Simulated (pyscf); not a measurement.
A first-order saddle from PySCF, ωB97X-D3(BJ)/def2-SVP:

```xyz
10

C     -1.6796     0.6375    -0.6668
C     -0.2043     0.3918    -0.5042
O      0.0182    -0.8470     0.6688
H     -2.2065    -0.3009    -0.8985
H     -2.1261     1.0629     0.2470
H     -1.8796     1.3479    -1.4901
H      0.3796     1.2451    -0.1353
H      0.2797    -0.0754    -1.3688
H     -0.2433    -0.4255     1.5057
H      0.3016    -1.9777     1.1373
```
Charge 0, spin multiplicity 2.

Surface: doublet, charge 0. Lowest wavenumbers (cm⁻¹): 1791i, 180, 223, 271, 331.

What reaction is this the transition state of?

H₃C–CH₂–OH (SMILES CCO) + H• (SMILES [H]) <-> •H₂C–CH₃ (SMILES [CH2]C) + H₂O (SMILES O), a substitution at O read from left to right: C–O broken and H–O formed. At CCSD(T)/def2-TZVPP + ΔMP2(QZVPP) it lies +1.09 eV from the left side and +2.22 eV from the right (each side as separated species at their lowest minima found). One saddle was located; it need not be the lowest between these sides. The angle at the attacked O is 159°. The CCSD(T) − MP2 part came from Ansatz, without density fitting, on the same reference.
